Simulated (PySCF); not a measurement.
# Molecular orbitals of S₂⁺

revPBE at R = 1.978 Å; basis S 3-21G; no relativity; PySCF 2.14. State: ²Πg (doublet), unpaired electrons π ↑. Only the outer orbitals are listed.

| spin | orbital | occ. | ε (eV) | main shells (%) |
| --- | --- | --- | --- | --- |
| α | σg | 1 | -29.83 | 84 s, 16 p |
| α | σu | 1 | -23.70 | 102 s |
| α | σg | 1 | -17.63 | 83 p, 17 s |
| α | πu | 1 | -17.07 | 100 p |
| α | πu | 1 | -16.96 | 100 p |
| α | πg | 1 | -13.73 | 100 p |
| α | πg | 0 | -13.79 | 100 p |
| α | σu | 0 | -9.27 | 106 p |
| α | σg | 0 | 2.39 | 100 s |
| β | σg | 1 | -29.43 | 83 s, 17 p |
| β | σu | 1 | -23.14 | 101 s |
| β | σg | 1 | -17.34 | 82 p, 18 s |
| β | πu | 1 | -16.85 | 100 p |
| β | πu | 1 | -16.08 | 100 p |
| β | πg | 0 | -13.52 | 100 p |
| β | πg | 0 | -12.70 | 100 p |
| β | σu | 0 | -8.98 | 105 p |

Which are the highest filled and the lowest empty level, where do they sit, and how wide is the gap?

Highest filled α πg at -13.73 eV (in %: 100 p); lowest empty α πg at -13.79 eV (in %: 100 p); the gap at revPBE is -0.06 eV. Both belong to one degenerate shell, split only by its one-sided filling, so this is no excitation gap.

| Property | Result |
| --- | --- |
| bond order (Mayer) | 2.32 |
| ⟨S²⟩ | 0.750 |

Shares are Mulliken populations and can fall outside 0 to 100 %.

Counting both spins, an empty level lies below a filled one in this solution, because spin and occupation are held. 3-21G is very small, so such numbers show the basis as much as the molecule. The state is the lowest determinant that a PBE0 search found; another state may lie lower at other levels.
